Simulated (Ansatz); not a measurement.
Relaxation of C2H2FNO (7 atoms, charge 0, multiplicity 1), to a largest force component of 0.015 eV/Å in at most 40 steps.

These are results of Ansatz, RKS PBE0/def2-SVP, not measurements.

```xyz
7
Properties=species:S:1:pos:R:3:forces:R:3
N -1.316 -0.399 0.339 -0.44 0.23 -0.40
C -0.138 0.035 0.354 -0.68 -0.64 -0.05
F 0.332 0.467 1.504 1.45 0.74 0.24
C 0.792 0.027 -0.883 -5.46 -1.47 0.80
O 1.882 0.381 -0.863 4.92 1.57 0.06
H -1.727 -0.228 1.282 0.17 -0.39 -0.65
H 0.236 -0.352 -1.778 0.05 -0.04 0.00
```

Problem. Where does it end, and by what steps?

Solution. The forces met the threshold. After 8 steps the energy has fallen by 0.291 eV; F3 moved furthest, 0.15 Å.

| step | energy less start (eV) | largest force component (eV/Å) | accepted |
| --- | --- | --- | --- |
| 0 | 0.0000 | 5.464 | yes |
| 1 | -0.2210 | 0.958 | yes |
| 2 | -0.2566 | 0.756 | yes |
| 3 | -0.2788 | 0.480 | yes |
| 4 | -0.2869 | 0.241 | yes |
| 5 | -0.2903 | 0.071 | yes |
| 6 | -0.2903 | 0.216 | yes |
| 7 | -0.2907 | 0.024 | yes |
| 8 | -0.2907 | 0.002 | yes |

```xyz
7
Properties=species:S:1:pos:R:3
N -1.322 -0.362 0.320
C -0.135 0.037 0.373
F 0.467 0.500 1.461
C 0.743 0.023 -0.845
O 1.881 0.394 -0.835
H -1.792 -0.292 1.228
H 0.219 -0.369 -1.748
```

Whether the end is a true minimum wasn't checked by a vibrational analysis.

Time of the run: 16 s on 1 thread of Intel(R) Xeon(R) 6975P-C (Granite Rapids), with other jobs on the host, peak memory 0.17 GiB.
